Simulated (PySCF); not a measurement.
MgSi: mean field, correlation and small terms against distance

State: ³Σ⁻, triplet, unpaired electrons π ↑↑. ROHF-based CCSD(T) in PySCF 2.14 with Mg cc-pCVDZ, Si aug-cc-pV(D+d)Z and Mg cc-pCVTZ, Si aug-cc-pV(T+d)Z (frozen core orbitals: 6; no relativity). Correlation energies are extrapolated as n⁻³ (n = 2, 3), Hartree–Fock as (n+1)·exp(−9√n). CV is the change on freezing 2 orbitals instead, in Mg cc-pCVTZ, Si cc-pwCVTZ. SR is the spin-free X2C energy in Mg cc-pCVTZ-DK, Si cc-pVTZ-DK less the non-relativistic one in Mg cc-pCVTZ, Si cc-pVTZ. All energies in eV from Mg + Si.

| R (Å) | HF/CBS | CCSD corr. | (T) | CV | SR | total |
| --- | --- | --- | --- | --- | --- | --- |
| 2.3529 | 0.003 | -0.771 | -0.1929 | -0.0055 | 0.0062 | -0.960 |
| 2.4552 | -0.133 | -0.724 | -0.1870 | -0.0024 | 0.0071 | -1.039 |
| 2.5575 | -0.206 | -0.671 | -0.1794 | -0.0003 | 0.0075 | -1.050 |
| 2.6598 | -0.238 | -0.615 | -0.1700 | 0.0012 | 0.0075 | -1.014 |
| 2.7877 | -0.242 | -0.540 | -0.1561 | 0.0023 | 0.0072 | -0.929 |
| 2.9156 | -0.225 | -0.465 | -0.1403 | 0.0027 | 0.0066 | -0.821 |

A fit to the total gives Re = 2.5241 Å, De = 1.053 eV, ωe = 325.4 cm⁻¹, Be = 0.2049 cm⁻¹ (masses 23.9850 and 27.9769 u).

Problem. At R = 2.5575 Å the CCSD correlation energy is -0.292260 hartree in the smaller basis and -0.404349 in the larger. Extrapolate it.

Solution. (3³·E3 − 2³·E2)/(3³ − 2³) = -0.45154 hartree; the larger basis holds 89.5 % of it.

The T1 diagnostic is 0.038, large enough to doubt a single reference. The state was picked by a PBE0 search and need not be the measured ground state. Spin–orbit coupling, excitations beyond (T) and corrections to the Born–Oppenheimer picture are left out.
